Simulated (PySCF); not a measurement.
Species: pyrazine, C₄H₄N₂.
Z-matrix (Å and degrees, PBE0-D3(BJ)/def2-SVP geometry), rows numbered from 1:
```
C 
C   1  1.3967
N   2  1.3295  1  121.80
C   3  1.3294  2  116.39  1     0.00
C   4  1.3967  3  121.81  2    -0.00
N   1  1.3294  2  121.81  3    -0.00
H   1  1.0958  2  120.73  3  -180.00
H   2  1.0958  1  120.74  3  -180.00
H   4  1.0958  3  117.46  2  -180.00
H   5  1.0958  4  120.74  3  -180.00
```

All values: PBE0/pcSseg-1 and PBE0/def2-SVPD (PySCF, non-relativistic), on one gas-phase PBE0-D3(BJ)/def2-SVP geometry that isn't relaxed in the solvent. The solvent is an IEF-PCM continuum (van der Waals radii × 1.2). Specific hydrogen bonds and non-electrostatic terms are outside this model.

Gas phase at PBE0/pcSseg-1: HOMO -7.29 eV, LUMO -1.53 eV, dipole 0.00 D.

Task: What does the continuum do to the energy, the frontier levels and the dipole at PBE0/pcSseg-1 in chloroform and dichloromethane?

Result: 
```json
{"solvent": "chloroform", "ε": "4.711", "E(solvent) − E(gas) (kcal/mol)": "-3.92", "polarisation term (kcal/mol)": "-4.30", "distortion of the solute (kcal/mol)": "0.38", "HOMO (eV)": "-7.34", "LUMO (eV)": "-1.52", "dipole (D)": "0.00"}
{"solvent": "dichloromethane", "ε": "8.93", "E(solvent) − E(gas) (kcal/mol)": "-4.70", "polarisation term (kcal/mol)": "-5.26", "distortion of the solute (kcal/mol)": "0.56", "HOMO (eV)": "-7.35", "LUMO (eV)": "-1.52", "dipole (D)": "0.00"}
```

Polarisation term: ½ Σ q·V over the induced surface charges. Distortion: the rise of the solute's own energy as its density leaves the gas-phase optimum. From chloroform to dichloromethane the lowering changes by a factor 1.20, Onsager's factor (ε − 1)/(2ε + 1) by 1.18 and ε itself by 1.9. Charge and dipole vanish, so a point-dipole model would give no lowering at all.

Task: Which ESP-fitted charges (PBE0/pcSseg-1) respond most in chloroform (means over atoms taken as equivalent)?

Result: 
| atoms | environment | gas (e) | solvent (e) | change |
| --- | --- | --- | --- | --- |
| N3/N6 | pyridine-type nitrogen | -0.468 | -0.522 | -0.054 |
| C1/C2/C4/C5 | aromatic CH next to a ring nitrogen | +0.177 | +0.194 | +0.017 |
| H7/H8/H9/H10 | aromatic hydrogen | +0.057 | +0.067 | +0.010 |

Gas phase at PBE0/def2-SVPD: HOMO -7.33 eV, LUMO -1.62 eV, dipole 0.00 D.

Task: What does the continuum do to the energy, the frontier levels and the dipole at PBE0/def2-SVPD in chloroform and dichloromethane?

Result: 
| solvent | ε | E(solvent) − E(gas) (kcal/mol) | polarisation term (kcal/mol) | distortion of the solute (kcal/mol) | HOMO (eV) | LUMO (eV) | dipole (D) |
| --- | --- | --- | --- | --- | --- | --- | --- |
| chloroform | 4.711 | -3.61 | -4.03 | 0.42 | -7.37 | -1.60 | 0.00 |
| dichloromethane | 8.93 | -4.35 | -4.97 | 0.62 | -7.39 | -1.61 | 0.00 |

The atom shares or the degeneracy of the LUMO differ from the gas phase in chloroform and dichloromethane, so that column needn't follow one orbital.

Task: How does the static polarisability (PBE0/def2-SVPD, frozen core, with the continuum's full static response) change?

Result: 
```
         medium  isotropic (au)  principal values (au)  ⟨r²⟩ of the electrons (bohr²)
            gas            56.9       35.1, 62.1, 73.5                          410.4
     chloroform            71.7       42.5, 79.5, 93.1                          410.0
dichloromethane            75.2       44.6, 83.5, 97.4                          410.0
```

The isotropic value in dichloromethane is 1.32 times the gas-phase one; no cavity-field correction is applied. ⟨r²⟩ is taken about the centre of nuclear charge.

Hardware: one thread, Intel Xeon 6975P-C (x86_64), no GPU (shared host). Cost: 5.4 s, 0.63 GiB resident at most. This is the whole shielding run at PBE0/pcSseg-1 in dichloromethane, SCF included.
